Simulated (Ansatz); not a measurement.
```yaml
crystal:
  periodic: [false, false, false]
  atoms:
    - {symbol: B, position_ang: [-2.070155, 0.515088, 0.003327]}
    - {symbol: O, position_ang: [-0.905193, 0.742337, 0.005016]}
    - {symbol: Cl, position_ang: [1.130573, -0.500595, -0.003327]}
    - {symbol: H, position_ang: [-3.193853, 0.299643, 0.001723]}
basis:
  gaussian: {orbitals: def2-TZVP}
magnetization: {spin_polarized: true, initial_magnetization: 1}
hamiltonian: {xc: pbe0}
relax: {f_tol: 0.004, max_steps: 80}
```

```sh
$ ansatz run in.yaml --threads 1 --pin off --events-out ev --progress --plain --max-ram 2176MiB
```

Steps of the relaxation (energy above the last step; positions in Å, forces in eV/Å):

```
4
step 1, 1258.1 meV
B    -2.070    0.515    0.003   -0.524   -0.135   -0.001
O    -0.905    0.742    0.005    0.928    0.535    0.004
Cl    1.131   -0.501   -0.003    0.389   -0.251   -0.002
H    -3.194    0.300    0.002   -0.793   -0.149   -0.001
```

```
4
step 2, 1199.4 meV
B    -2.094    0.528    0.003    0.121   -0.003    0.000
O    -0.921    0.777    0.005   -0.084    0.159    0.001
Cl    1.211   -0.540   -0.004    0.168   -0.116   -0.001
H    -3.234    0.291    0.002   -0.205   -0.040    0.000
```

```
4
step 3, 1182.3 meV
B    -2.112    0.542    0.004    0.081    0.010    0.000
O    -0.945    0.829    0.006   -0.148    0.026    0.000
Cl    1.271   -0.585   -0.004    0.045   -0.038    0.000
H    -3.253    0.271    0.002    0.023    0.002    0.000
```

```
4
step 4, 1179.6 meV
B    -2.117    0.549    0.004    0.022    0.004    0.000
O    -0.958    0.861    0.006   -0.047    0.014    0.000
Cl    1.288   -0.609   -0.004    0.011   -0.015    0.000
H    -3.252    0.255    0.001    0.014   -0.003    0.000
```

```
4
step 7, 1177.6 meV
B    -2.089    0.571    0.004    0.185    0.062    0.000
O    -0.969    1.013    0.007   -0.249   -0.107   -0.001
Cl    1.204   -0.674   -0.005   -0.024    0.011    0.000
H    -3.185    0.146    0.001    0.088    0.033    0.000
```

```
4
step 15, 939.3 meV
B    -1.670    0.546    0.004    0.268   -1.597   -0.011
O    -0.864    1.465    0.010    0.345    1.022    0.007
Cl    0.125   -0.818   -0.006   -0.501    0.292    0.002
H    -2.629   -0.138   -0.001   -0.112    0.283    0.002
```

```
4
step 16, 607.3 meV
B    -1.567    0.488    0.003    0.285   -2.904   -0.020
O    -0.795    1.460    0.010    0.477    2.078    0.014
Cl   -0.070   -0.811   -0.006   -0.531    0.213    0.001
H    -2.606   -0.081   -0.001   -0.231    0.613    0.004
```

```
4
step 19, 19.4 meV
B    -1.329    0.326    0.002   -0.853    0.438    0.001
O    -0.868    1.556    0.011   -0.136   -0.101    0.000
Cl   -0.279   -1.046   -0.007    0.270   -0.431   -0.003
H    -2.563    0.220    0.001    0.719    0.094    0.001
```

```
4
step 21, 0.1 meV
B    -1.336    0.332    0.004    0.006    0.023   -0.025
O    -0.902    1.569    0.010   -0.016   -0.052    0.009
Cl   -0.267   -1.053   -0.008    0.000    0.016    0.007
H    -2.534    0.209    0.000    0.010    0.013    0.010
```

```
4
step 22, 0.0 meV
B    -1.336    0.332    0.002    0.001    0.008    0.001
O    -0.903    1.567    0.011   -0.002   -0.007    0.000
Cl   -0.266   -1.052   -0.007    0.004   -0.003    0.000
H    -2.534    0.210    0.001   -0.003    0.002    0.000
```

```
4
step 23, 0.0 meV
B    -1.336    0.331    0.002    0.000   -0.001    0.000
O    -0.903    1.566    0.011    0.000    0.000    0.000
Cl   -0.265   -1.052   -0.007   -0.001    0.001    0.000
H    -2.534    0.211    0.001    0.000    0.000    0.000
```

Close pairs at the end: B1–H4 1.204 Å, B1–O2 1.309 Å, B1–Cl3 1.750 Å.

A stationary point of unrestricted PBE0 after 23 steps, with ⟨S²⟩ = 0.756 against 0.75 for a pure state; no frequencies were run, so it isn't proven a minimum. 93 s on 1 thread of Intel Xeon Platinum 8375C, shared host.
